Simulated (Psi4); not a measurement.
**quartet C2H6Al at 3 levels**

We compute a comparison of 3 runs (U-r2SCAN/def2-SVPD, UB3LYP/def2-SVPD, UM06-L/def2-SVPD) of quartet C2H6Al. Input form: a Python script.

The results are computed with Psi4 1.11.

1 further run of the same task is left out (set aside as unsound or not needed).

### Step 1. Starting point

The species is C2H6Al (9 atoms), meant as a quartet with charge 0. SMILES of the parent species: `[CH3][Al][CH3]`. Geometry: relaxed at PBE0-D4/def2-TZVP. That shape belongs to the parent species and isn't relaxed for this state.

Bond lengths: C1–Al2 1.972 Å, Al2–C3 1.969 Å, C1–H4 1.095 Å, C1–H5 1.095 Å, C1–H6 1.095 Å, C3–H7 1.097 Å, C3–H8 1.097 Å, C3–H9 1.091 Å. Some angles: C1–Al2–C3 118.6°, Al2–C1–H4 111.5°, Al2–C1–H5 111.1°, Al2–C1–H6 111.0°, Al2–C3–H7 109.3°, Al2–C3–H8 109.4°, Al2–C3–H9 114.5°, H4–C1–H5 108.3°, H4–C1–H6 108.2°, H5–C1–H6 106.6°.

### Step 2. Energy and gradient at U-r2SCAN/def2-SVPD (run 1)

calc.py

```python
import psi4

psi4.set_memory(1600000000)
psi4.set_num_threads(1)
psi4.set_output_file('c2h6al.out', False)

geom = psi4.geometry("""
0 4
C     -0.810700     1.130600    -0.941500
Al     0.731000     0.705500     0.211900
C      0.877300    -1.111400     0.957800
H     -1.467800     0.264500    -1.069000
H     -0.481900     1.460900    -1.931900
H     -1.401500     1.950000    -0.519700
H      0.915300    -1.838200     0.137400
H     -0.021800    -1.337900     1.543500
H      1.748700    -1.270300     1.594400
symmetry c1
""")

psi4.set_options({
    'basis': 'def2-SVPD',
    'reference': 'uks',
    'puream': True,
    'e_convergence': 1e-09,
    'd_convergence': 1e-08,
    'scf_type': 'pk',
    'dft_radial_points': 99,
    'dft_spherical_points': 590,
    'maxiter': 100,
})

e, wfn = psi4.gradient("r2scan", return_wfn=True)
psi4.oeprop(wfn, "QUADRUPOLE", "MAYER_INDICES", "LOWDIN_CHARGES", title="R2SCAN")
print('gradient / Eh bohr^-1')
print(e.np.round(6))
print(f'energy = {wfn.energy():.10f} Eh')
for k, v in sorted(psi4.core.scalar_variables().items()):
    print(f'{k:45s} {v:18.10f}')
```

The run is started by

```bash
$ python calc.py
```

c2h6al.out:

```text
[...]
  Running in c1 symmetry.
[...]
  Nuclear repulsion =   88.857473522467515
[...]
  Multiplicity = 4
[...]
  Nalpha       = 17
  Nbeta        = 14
[...]
    Number of basis functions: 112
[...]
   @UKS iter   1:  -321.47499581821933   -1.64544e-01   7.24249e-03 DIIS/ADIIS
[...]
   @UKS iter  13:  -321.83823614959692   -3.40492e-11   9.72310e-09 DIIS
[...]
   @S^2 Observed:                3.756347076E+00
[...]
  @UKS Final Energy:  -321.83823614959692
   => Energetics <=
    Nuclear Repulsion Energy =             88.8574735224675152
    One-Electron Energy =                -618.4280624343655290
    Two-Electron Energy =                 239.3005821515463367
    DFT Exchange-Correlation Energy =     -31.5682293892452641
    Empirical Dispersion Energy =           0.0000000000000000
    VV10 Nonlocal Energy =                  0.0000000000000000
    Total Energy =                       -321.8382361495969235
[...]
  -Total Gradient:
     Atom            X                  Y                   Z
    ------   -----------------  -----------------  -----------------
       1        0.046521725062    -0.001956301861     0.030572943314
       2       -0.042431937639    -0.041978925315    -0.012541352343
       3        0.018816607430     0.059215433624    -0.008605121064
       4       -0.000081833267     0.006639359212    -0.002296359721
       5       -0.013146658032     0.003241602113     0.001983298761
       6       -0.003252683702    -0.001966379520    -0.012961071121
       7       -0.001524112696    -0.001883393358     0.007116487162
       8        0.004745053914    -0.005252877377    -0.002468468972
       9       -0.009549906227    -0.015951495223    -0.000776805854
[...]
 Multipole Moments:
 ------------------------------------------------------------------------------------
     Multipole            Electronic (a.u.)      Nuclear  (a.u.)        Total (a.u.)
 ------------------------------------------------------------------------------------
 L = 1.  Multiply by 2.5417464519 to convert [e a0] to [Debye]
 Dipole X            :          2.1620694           -2.9741938           -0.8121243
 Dipole Y            :          2.1139246           -2.8999966           -0.7860721
 Dipole Z            :          0.6467990           -0.8931669           -0.2463680
 Magnitude           :                                                    1.1567854
 L = 2.  Multiply by 1.3450342976 to convert [e a0^2] to [Debye ang]
 Quadrupole XX       :        -96.8115717           75.3797511          -21.4318207
 Quadrupole XY       :         50.7324080          -52.8258064           -2.0933984
[...]
```

Standard output:

```text
gradient / Eh bohr^-1
[[ 4.6522e-02 -1.9560e-03  3.0573e-02]
 [-4.2432e-02 -4.1979e-02 -1.2541e-02]
 [ 1.8817e-02  5.9215e-02 -8.6050e-03]
 [-8.2000e-05  6.6390e-03 -2.2960e-03]
 [-1.3147e-02  3.2420e-03  1.9830e-03]
 [-3.2530e-03 -1.9660e-03 -1.2961e-02]
 [-1.5240e-03 -1.8830e-03  7.1160e-03]
 [ 4.7450e-03 -5.2530e-03 -2.4680e-03]
 [-9.5500e-03 -1.5951e-02 -7.7700e-04]]
energy = -321.8382361496 Eh
CURRENT ENERGY                                   -321.8382361496
CURRENT REFERENCE ENERGY                         -321.8382361496
DD SOLVATION ENERGY                                 0.0000000000
DFT FUNCTIONAL TOTAL ENERGY                      -321.8382361496
DFT TOTAL ENERGY                                 -321.8382361496
DFT VV10 ENERGY                                     0.0000000000
DFT XC ENERGY                                     -31.5682293892
GRID ELECTRONS ALPHA                               16.9999999733
GRID ELECTRONS BETA                                13.9999996837
GRID ELECTRONS TOTAL                               30.9999996570
NUCLEAR REPULSION ENERGY                           88.8574735225
ONE-ELECTRON ENERGY                              -618.4280624344
PCM POLARIZATION ENERGY                             0.0000000000
PE ENERGY                                           0.0000000000
SCF ITERATION ENERGY                             -321.8382361496
SCF ITERATIONS                                     13.0000000000
SCF TOTAL ENERGY                                 -321.8382361496
TWO-ELECTRON ENERGY                               239.3005821515
XC GRID RADIAL POINTS                              99.0000000000
XC GRID SPHERICAL POINTS                          590.0000000000
XC GRID TOTAL POINTS                           502093.0000000000
```

Wall time 68 s (1 thread of Intel Xeon 6975P-C (Granite Rapids), shared host); peak memory 0.67 GiB.

### Step 3. Energy and gradient at UB3LYP/def2-SVPD (run 2)

calc.py

```python
import psi4

psi4.set_memory('1600 MB')
psi4.set_num_threads(1)
psi4.core.set_output_file('psi4.out', False)

molecule = psi4.geometry("""
0 4
C     -1.53200097     2.13652436    -1.77917715
Al     1.38138980     1.33320178     0.40043297
C      1.65785673    -2.10024161     1.80997968
H     -2.77374001     0.49983256    -2.02011723
H     -0.91065902     2.76070090    -3.65076190
H     -2.64845116     3.68496594    -0.98209067
H      1.72966632    -3.47369456     0.25964837
H     -0.04119603    -2.52826458     2.91679227
H      3.30456407    -2.40051910     3.01297933
units au
symmetry c1
""")

psi4.set_options({
    'reference': 'uks',
    'puream': True,
    'e_convergence': 1e-09,
    'd_convergence': 1e-08,
    'scf_type': 'pk',
    'dft_radial_points': 99,
    'dft_spherical_points': 590,
    'maxiter': 100,
})

e_tot, wfn = psi4.gradient('b3lyp/def2-SVPD', return_wfn=True)
print('gradient / Eh bohr^-1')
print(e_tot.np.round(6))
print(f'energy = {wfn.energy():.10f} Eh')
for k, v in sorted(psi4.core.scalar_variables().items()):
    print(f'{k:45s} {v:18.10f}')
```

The run is started by

```bash
$ python calc.py
```

psi4.out:

```text
[...]
  Running in c1 symmetry.
[...]
  Nuclear repulsion =   88.857473569738161
[...]
  Multiplicity = 4
[...]
  Nalpha       = 17
  Nbeta        = 14
[...]
    Number of basis functions: 112
[...]
   @UKS iter   1:  -321.59615629665109   -2.10339e-01   6.99400e-03 ADIIS/DIIS
[...]
   @UKS iter  13:  -321.93556676496496   -2.06342e-11   8.87255e-09 DIIS
[...]
   @S^2 Observed:                3.755366105E+00
[...]
  @UKS Final Energy:  -321.93556676496496
   => Energetics <=
    Nuclear Repulsion Energy =             88.8574735697381612
    One-Electron Energy =                -618.4152362717969709
    Two-Electron Energy =                 233.1800804338165563
    DFT Exchange-Correlation Energy =     -25.5578844967226644
    Empirical Dispersion Energy =           0.0000000000000000
    VV10 Nonlocal Energy =                  0.0000000000000000
    Total Energy =                       -321.9355667649648467
[...]
 Multipole Moments:
 ------------------------------------------------------------------------------------
     Multipole            Electronic (a.u.)      Nuclear  (a.u.)        Total (a.u.)
 ------------------------------------------------------------------------------------
 L = 1.  Multiply by 2.5417464519 to convert [e a0] to [Debye]
 Dipole X            :          2.1761644           -2.9741938           -0.7980293
 Dipole Y            :          2.1312051           -2.8999966           -0.7687915
 Dipole Z            :          0.6497941           -0.8931669           -0.2433728
 Magnitude           :                                                    1.1345138
[...]
  -Total Gradient:
     Atom            X                  Y                   Z
    ------   -----------------  -----------------  -----------------
       1        0.048923156286    -0.003248263842     0.032593105854
       2       -0.043752789863    -0.043103513580    -0.012996609882
       3        0.018269939295     0.061791129046    -0.009877878398
       4       -0.000453194708     0.006847574562    -0.002609988230
       5       -0.013002327986     0.003145775867     0.001552242251
       6       -0.003584606164    -0.001809715871    -0.012671862230
       7       -0.001650112364    -0.002279354024     0.007027929822
       8        0.004508176486    -0.005586927336    -0.002371021551
       9       -0.009254334290    -0.015752776376    -0.000644760808
[...]
```

On the terminal:

```text
gradient / Eh bohr^-1
[[ 0.048923 -0.003248  0.032593]
 [-0.043753 -0.043104 -0.012997]
 [ 0.01827   0.061791 -0.009878]
 [-0.000453  0.006848 -0.00261 ]
 [-0.013002  0.003146  0.001552]
 [-0.003585 -0.00181  -0.012672]
 [-0.00165  -0.002279  0.007028]
 [ 0.004508 -0.005587 -0.002371]
 [-0.009254 -0.015753 -0.000645]]
energy = -321.9355667650 Eh
CURRENT ENERGY                                   -321.9355667650
CURRENT REFERENCE ENERGY                         -321.9355667650
DD SOLVATION ENERGY                                 0.0000000000
DFT FUNCTIONAL TOTAL ENERGY                      -321.9355667650
DFT TOTAL ENERGY                                 -321.9355667650
DFT VV10 ENERGY                                     0.0000000000
DFT XC ENERGY                                     -25.5578844967
GRID ELECTRONS ALPHA                               16.9999999466
GRID ELECTRONS BETA                                13.9999996601
GRID ELECTRONS TOTAL                               30.9999996067
NUCLEAR REPULSION ENERGY                           88.8574735697
ONE-ELECTRON ENERGY                              -618.4152362718
PCM POLARIZATION ENERGY                             0.0000000000
PE ENERGY                                           0.0000000000
SCF ITERATION ENERGY                             -321.9355667650
SCF ITERATIONS                                     13.0000000000
SCF TOTAL ENERGY                                 -321.9355667650
TWO-ELECTRON ENERGY                               233.1800804338
XC GRID RADIAL POINTS                              99.0000000000
XC GRID SPHERICAL POINTS                          590.0000000000
XC GRID TOTAL POINTS                           502095.0000000000
```

Wall time 34 s (1 thread of Intel Xeon 6975P-C (Granite Rapids), shared host); peak memory 0.66 GiB.

### Step 4. The energy at UM06-L/def2-SVPD (run 3)

job.py

```python
import psi4

psi4.set_memory(1600000000)
psi4.set_num_threads(1)
psi4.set_output_file('c2h6al.out', False)

geom = psi4.geometry("""
0 4
C     -0.810700     1.130600    -0.941500
Al     0.731000     0.705500     0.211900
C      0.877300    -1.111400     0.957800
H     -1.467800     0.264500    -1.069000
H     -0.481900     1.460900    -1.931900
H     -1.401500     1.950000    -0.519700
H      0.915300    -1.838200     0.137400
H     -0.021800    -1.337900     1.543500
H      1.748700    -1.270300     1.594400
units angstrom
symmetry c1
no_reorient
no_com
""")

options = {'basis': 'def2-SVPD', 'reference': 'uks', 'puream': True, 'e_convergence': 1e-09, 'd_convergence': 1e-08, 'scf_type': 'pk', 'dft_radial_points': 99, 'dft_spherical_points': 590, 'maxiter': 100}
psi4.set_options(options)

result, w = psi4.energy('m06-l', return_wfn=True)
psi4.oeprop(w, 'DIPOLE', 'LOWDIN_CHARGES', 'MAYER_INDICES')
print(f'm06-l energy: {result:.10f} Eh')
for k, v in sorted(psi4.core.scalar_variables().items()):
    print(f'{k:45s} {v:18.10f}')
```

The run is started by

```bash
$ python job.py
```

c2h6al.out:

```text
[...]
  Running in c1 symmetry.
[...]
  Nuclear repulsion =   88.857473522467515
[...]
  Multiplicity = 4
[...]
  Nalpha       = 17
  Nbeta        = 14
[...]
    Number of basis functions: 112
[...]
   @UKS iter   1:  -321.53499046598500   -1.98256e-01   7.00685e-03 DIIS/ADIIS
[...]
   @UKS iter  15:  -321.88739320629878   -3.41061e-12   6.98923e-09 DIIS
[...]
   @S^2 Observed:                3.756758456E+00
[...]
    Orbital Energies [Eh]
    ---------------------
    Alpha Occupied:
       1A    -55.725339     2A    -10.097244     3A    -10.095617
       4A     -4.080514     5A     -2.591035     6A     -2.588761
       7A     -2.586771     8A     -0.693531     9A     -0.684037
      10A     -0.410373    11A     -0.402179    12A     -0.399217
      13A     -0.395809    14A     -0.382783    15A     -0.317189
      16A     -0.152355    17A     -0.082224
    Alpha Virtual:
      18A      0.006092    19A      0.031585    20A      0.044688
      21A      0.060968    22A      0.071375    23A      0.079164
      24A      0.084289    25A      0.092832    26A      0.103180
[...]
  @UKS Final Energy:  -321.88739320629878
   => Energetics <=
    Nuclear Repulsion Energy =             88.8574735224675152
    One-Electron Energy =                -618.5601257796765822
    Two-Electron Energy =                 239.4666132149234841
    DFT Exchange-Correlation Energy =     -31.6513541640132559
    Empirical Dispersion Energy =           0.0000000000000000
    VV10 Nonlocal Energy =                  0.0000000000000000
    Total Energy =                       -321.8873932062987819
[...]
 Multipole Moments:
 ------------------------------------------------------------------------------------
     Multipole            Electronic (a.u.)      Nuclear  (a.u.)        Total (a.u.)
 ------------------------------------------------------------------------------------
 L = 1.  Multiply by 2.5417464519 to convert [e a0] to [Debye]
 Dipole X            :        -18.2168285           17.3733861           -0.8434424
 Dipole Y            :        -16.9161073           16.0923408           -0.8237665
 Dipole Z            :         -5.1801432            4.9268940           -0.2532492
 Magnitude           :                                                    1.2058696
[...]
```

Standard output:

```text
m06-l energy: -321.8873932063 Eh
CURRENT ENERGY                                   -321.8873932063
CURRENT REFERENCE ENERGY                         -321.8873932063
DD SOLVATION ENERGY                                 0.0000000000
DFT FUNCTIONAL TOTAL ENERGY                      -321.8873932063
DFT TOTAL ENERGY                                 -321.8873932063
DFT VV10 ENERGY                                     0.0000000000
DFT XC ENERGY                                     -31.6513541640
GRID ELECTRONS ALPHA                               16.9999999872
GRID ELECTRONS BETA                                13.9999997321
GRID ELECTRONS TOTAL                               30.9999997193
NUCLEAR REPULSION ENERGY                           88.8574735225
ONE-ELECTRON ENERGY                              -618.5601257797
PCM POLARIZATION ENERGY                             0.0000000000
PE ENERGY                                           0.0000000000
SCF ITERATION ENERGY                             -321.8873932063
SCF ITERATIONS                                     15.0000000000
SCF TOTAL ENERGY                                 -321.8873932063
TWO-ELECTRON ENERGY                               239.4666132149
XC GRID RADIAL POINTS                              99.0000000000
XC GRID SPHERICAL POINTS                          590.0000000000
XC GRID TOTAL POINTS                           502093.0000000000
```

Wall time 61 s (1 thread of Intel Xeon 6975P-C (Granite Rapids), shared host); peak memory 0.66 GiB.

### Step 5. The series

```csv
run,level,task,energy (Eh),dipole moment (D),HOMO energy (eV),⟨S²⟩,wall time
1,U-r2SCAN/def2-SVPD,gradient,-321.838236,2.94,-2.45,3.756,68 s
2,UB3LYP/def2-SVPD,gradient,-321.935567,2.88,-2.79,3.755,34 s
3,UM06-L/def2-SVPD,energy,-321.887393,3.07,-2.24,3.757,61 s
```

### Step 6. Results

| quantity | value |
| --- | --- |
| run 3: total energy | -321.88739 Eh |
| run 3: dipole moment | 3.07 D |
| run 3: HOMO energy (highest over α and β) | -2.24 eV |
| run 3: ⟨S²⟩ | 3.757 |

What this shows: The dipole moment (its size) runs from 2.88 D (UB3LYP/def2-SVPD) to 3.07 D (UM06-L/def2-SVPD). Totals of different functionals can't be ranked against each other. All runs together took 2.7 min, the longest 68 s.
